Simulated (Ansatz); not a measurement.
Tl4CdI6 (P4/mnc, No. 128)

Computed with r²SCAN+SOC in Ansatz (PAW).

Run with plane-wave cutoff 560 eV, 4×4×4 k mesh, Fermi–Dirac smearing 0.01 eV, PAW data made under PBE.

Cell (measured lattice):

```
CELL_PARAMETERS angstrom
      9.22880     0.00000     0.00000
      0.00000     9.22880     0.00000
      0.00000     0.00000     9.60540
ATOMIC_POSITIONS crystal
  Tl 0.64660 0.14660 0.25000
  Tl 0.35340 0.85340 0.75000
  Tl 0.85340 0.64660 0.25000
  Tl 0.14660 0.35340 0.75000
  Tl 0.35340 0.85340 0.25000
  Tl 0.64660 0.14660 0.75000
  Tl 0.14660 0.35340 0.25000
  Tl 0.85340 0.64660 0.75000
  Cd 0.50000 0.50000 0.50000
  Cd 0.00000 0.00000 0.00000
  I  0.50000 0.50000 0.21100
  I  0.50000 0.50000 0.78900
  I  0.00000 0.00000 0.28900
  I  0.00000 0.00000 0.71100
  I  0.35890 0.18430 0.50000
  I  0.64110 0.81570 0.50000
  I  0.81570 0.35890 0.50000
  I  0.18430 0.64110 0.50000
  I  0.85890 0.31570 0.00000
  I  0.14110 0.68430 0.00000
  I  0.31570 0.14110 0.00000
  I  0.68430 0.85890 0.00000
```

| Item | Value |
|---|---|
| band gap | 2.05 eV (direct) |

Measured, for comparison: band gap 2.83 eV (temperature not stated, not corrected to a static lattice, detector crystals; as tabulated in Piasecki et al. (2022), doi:10.1039/d1ma01259b). Computed (rounded) less measured: band gap -0.78 eV.

Note: cell and atoms aren't relaxed at this level (largest force component 0.18 eV/Å, pressure 0.5 GPa).

Static lattice: no zero-point or thermal effects.

Ansatz is a first-principles code.
